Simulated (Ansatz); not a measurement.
Mulliken charges of `COC#CN` from ωB97M-V/def2-TZVPP in Ansatz (PBE0-D4/def2-TZVP geometry).

```tsv
atom	x (Å)	y (Å)	z (Å)	charge (e)
C1	-1.339	-1.580	-0.130	-0.163
O2	-0.093	-1.341	0.528	-0.287
C3	0.411	-0.161	0.316	0.019
C4	0.904	0.921	0.141	0.056
N5	1.411	2.151	-0.092	-0.293
H6	-2.090	-0.865	0.213	0.125
H7	-1.216	-1.494	-1.212	0.125
H8	-1.636	-2.594	0.135	0.127
H9	1.458	2.751	0.718	0.146
H10	2.275	2.162	-0.614	0.146
```

Problem. By hand: the dipole of these point charges (1 e Å = 4.8032 D).

Solution. Σ q r = (-0.186, 0.154, -0.182) e Å, of length 0.302 e Å = 1.45 D.

Problem. How does the dipole of the full density compare? (Best estimate.)

Solution. Ansatz gave: (-0.037, 0.113, -0.073) e Å, 0.67 D; the point charges give 2.16 times that, at 27° from its direction.

Point charges leave out the atoms' own dipoles, such as those of lone pairs, and Mulliken's split depends on the basis, so the two needn't agree.
